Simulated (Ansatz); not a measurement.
These are frozen-core CCSD(T)/cc-pVTZ // B3LYP-D3(BJ)/def2-TZVP (Ansatz, a quantum-chemistry and plane-wave program) values and carry that method's errors.

Ansatz 0.2 input:
```yaml
crystal:
  periodic: [false, false, false]
  atoms:
    - { symbol: C, position_ang: [1.701932, -0.06297, 0.003016] }
    - { symbol: C, position_ang: [0.503212, -0.018621, 0.000892] }
    - { symbol: C, position_ang: [-0.949929, 0.035145, -0.001683] }
    - { symbol: H, position_ang: [2.763115, -0.102227, 0.004895] }
    - { symbol: H, position_ang: [-1.302245, 1.044125, -0.225216] }
    - { symbol: H, position_ang: [-1.363653, -0.640638, -0.752871] }
    - { symbol: H, position_ang: [-1.352433, -0.254815, 0.970967] }
basis:
  gaussian: { orbitals: cc-pVTZ }
correlation:
  method: ccsd_t
```

Output:

```
Functional definition: HF
822 factors; integrals over basis functions are off by at most 1.0e-3 eV
mean field evaluation 1: about -3152.0109 eV, gradient 2.7e1 eV
mean field evaluation 2: about -3152.0152 eV, gradient 2.7e1 eV
mean field evaluation 4: about -3154.0109 eV, gradient 2.3e0 eV
mean field evaluation 8: about -3154.0302 eV, gradient 2.2e-1 eV
mean field evaluation 16: about -3154.0268 eV, gradient 4.5e-1 eV
mean field -3154.03031354 eV, -115.9084761440 hartree, gradient 2.1e-6 eV, S^2 0.000000; 0 other end points of the search recorded, 0 dependent functions left out
3 core orbitals not correlated
reference -3154.03031354 eV, -115.9084761440 hartree; 8, 8 occupied and 135, 135 virtual orbitals, 822 factors
second order -13.09517098 eV of doubles, -0.00000000 eV of singles
cycle   1  -13.24197830 eV  change   -1.5e-1 eV  update   8.2e-2
cycle   2  -13.60965644 eV  change   -3.7e-1 eV  update   2.5e-2
cycle   3  -13.68644135 eV  change   -7.7e-2 eV  update   1.1e-2
cycle   4  -13.68830844 eV  change   -1.9e-3 eV  update   3.2e-3
cycle   5  -13.69001085 eV  change   -1.7e-3 eV  update   1.1e-3
cycle   6  -13.69034070 eV  change   -3.3e-4 eV  update   2.8e-4
cycle   7  -13.69038290 eV  change   -4.2e-5 eV  update   6.5e-5
cycle   8  -13.69041304 eV  change   -3.0e-5 eV  update   1.7e-5
cycle   9  -13.69041408 eV  change   -1.0e-6 eV  update   4.4e-6
perturbative correction -0.64036195 eV, -0.0235328675 hartree
Total energy: -3168.36108957 eV, -116.4351224493 hartree
```

Cost: roughly 12 core-seconds.
